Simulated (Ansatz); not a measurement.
System: C₂H₃O (charge 0, doublet). SMILES: O=C[CH2]

Atoms: O1, C2, H3, C4, H5, H6. Bonds: O1-C2, C2-H3, C2-C4, C4-H5, C4-H6.

Bond lengths (Å) and angles (degrees) optimised at HF/STO-3G with Ansatz (a program for electronic structure); HF/3-21G with Ansatz; HF/6-31G* with Ansatz; PBE/6-31G* with Ansatz; B3LYP/6-31G* with Ansatz; MP2/6-31G* with Ansatz, each started from the B3LYP-D3(BJ)/def2-TZVP structure (Ansatz) of the last column. A row stands for all coordinates that are equal there; 7 of 10 kinds are shown. 6-31G* holds six Cartesian d functions. No wavenumbers were computed at HF/STO-3G, PBE/6-31G*, MP2/6-31G*, so these may be saddle points.

| coordinate | HF/STO-3G | HF/3-21G | HF/6-31G* | PBE/6-31G* | B3LYP/6-31G* | MP2/6-31G* | B3LYP-D3(BJ)/def2-TZVP |
|---|---|---|---|---|---|---|---|
| O1-C2 | 1.342 | 1.300 | 1.237 | 1.247 | 1.239 | 1.201 | 1.232 |
| C2-H3 | 1.093 | 1.076 | 1.086 | 1.120 | 1.108 | 1.110 | 1.105 |
| C2-C4 | 1.405 | 1.383 | 1.414 | 1.433 | 1.426 | 1.458 | 1.420 |
| C4-H5 | 1.082 | 1.071 | 1.074 | 1.094 | 1.086 | 1.082 | 1.082 |
| O1-C2-C4 | 122.3 | 122.1 | 122.2 | 123.1 | 123.1 | 123.6 | 123.1 |
| O1-C2-H3 | 118.5 | 118.7 | 119.4 | 120.6 | 120.3 | 121.5 | 120.1 |
| H3-C2-C4 | 119.2 | 119.2 | 118.4 | 116.2 | 116.6 | 114.8 | 116.8 |

Mean signed difference of all 5 bond lengths from B3LYP-D3(BJ)/def2-TZVP: HF/STO-3G 0.017 Å, HF/3-21G -0.004 Å, HF/6-31G* -0.007 Å, PBE/6-31G* 0.013 Å, B3LYP/6-31G* 0.005 Å, MP2/6-31G* 0.003 Å.
